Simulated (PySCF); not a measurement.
# Oscillator strengths, rates and cross-sections

Compound: C3H3N.
Cartesian coordinates in Å at the PBE0-D3(BJ)/def2-SVP level; atoms count from 1:
```xyz
7
C3H3N angstrom
C     -1.7764   -0.1493   -0.4002
C     -0.6297   -0.0950   -0.0100
C      0.7111   -0.0750    0.5022
N      1.6275    0.6269   -0.0343
H     -2.7879   -0.1845   -0.7620
H      0.8675   -0.7155    1.3910
H      2.5014    0.4983    0.4847
```

Method: TDDFT CAM-B3LYP/def2-SVPD, vertical, gas phase, core orbitals frozen in the response (PySCF 2.14.0, density-fitted response routines).

Computed singlets with f of 0.002 or more:

| state | λ (nm) | f |
| --- | --- | --- |
| S3 | 213.2 | 0.147 |
| S6 | 156.1 | 0.015 |
| S7 | 153.7 | 0.488 |
| S8 | 150.0 | 0.105 |
| S9 | 145.6 | 0.048 |
| S10 | 141.8 | 0.041 |

Task: Turn these into Einstein A coefficients, radiative lifetimes, transition dipoles and integrated cross-sections.

Result: Relations used (vacuum, state to state): A = 0.6670 f ν̃² s⁻¹ (ν̃ in cm⁻¹); τ = 1/A; f = (2/3) ΔE |μ|² in atomic units; ∫σ dE = 109.76 f Mb·eV.

```tsv
state	A (s⁻¹)	τ	|μ| (D)	∫σ dE (Mb·eV)
S3	2.2×10⁸	4.6 ns	2.58	16
S6	4.0×10⁷	25 ns	0.70	1.6
S7	1.4×10⁹	730 ps	3.99	54
S8	3.1×10⁸	3.2 ns	1.83	12
S9	1.5×10⁸	6.7 ns	1.21	5.2
S10	1.4×10⁸	7.3 ns	1.12	4.5
```

Leading configurations: S3 H→L (77%); S6 H→L+2 (50%); S7 H-2→L+1 (48%); S8 H-2→L+2 (44%); S9 H→L+3 (46%); S10 H-3→L (55%) (H = HOMO, L = LUMO).

These lifetimes count emission to the ground state at the vertical energy alone; relaxation of the geometry and all other decay channels are left out.

Task: Suppose S3 emitted 0.3 eV lower with the same transition dipole. How would A change?

Result: At fixed |μ|, A goes as the cube of the energy: (5.52/5.82)³ = 0.85, which makes τ about 5.4 ns.

Task: Which computed singlets stay under f = 0.002?

Result: S1 (4.81 eV, f 0.0011), S2 (5.24 eV, f 0.0001), S4 (6.56 eV, f 0.0001) and S5 (7.36 eV, f 0.0010).

Task: By what factor does the largest A in the list exceed the smallest?

Result: S7 has 34 times the rate of S6.

All these states lie below the vertical ionisation energy of 10.54 eV (ΔSCF).

Hardware: one thread, Arm Neoverse V1, no GPU (shared host). Cost: 37 s wall.
